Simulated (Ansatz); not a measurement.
# LO(Γ) frequency of diamond-structure Si at several levels of theory

No measured value is used here.

```json
[
 {"level (code)": "LDA (Ansatz)", "value (cm⁻¹)": "513", "cell (Å³/atom)": "19.70"},
 {"level (code)": "BLYP (Ansatz)", "value (cm⁻¹)": "489", "cell (Å³/atom)": "21.17"},
 {"level (code)": "PBE (Ansatz)", "value (cm⁻¹)": "503", "cell (Å³/atom)": "20.46"},
 {"level (code)": "revPBE (Ansatz)", "value (cm⁻¹)": "499", "cell (Å³/atom)": "20.73"},
 {"level (code)": "RPBE (Ansatz)", "value (cm⁻¹)": "498", "cell (Å³/atom)": "20.82"},
 {"level (code)": "PBE-D3(BJ) (Ansatz)", "value (cm⁻¹)": "516", "cell (Å³/atom)": "19.92"},
 {"level (code)": "r²SCAN (Ansatz)", "value (cm⁻¹)": "518", "cell (Å³/atom)": "20.17"}
]
```

PBE-D3(BJ): the dispersion coefficients are held fixed in the derivatives. Each level is taken at its own relaxed cell. Cutoffs differ between the levels. Ansatz's density-functional and Hartree–Fock values are scalar-relativistic unless marked +SOC, with PAW data made under PBE.

Ansatz is an electronic-structure program.
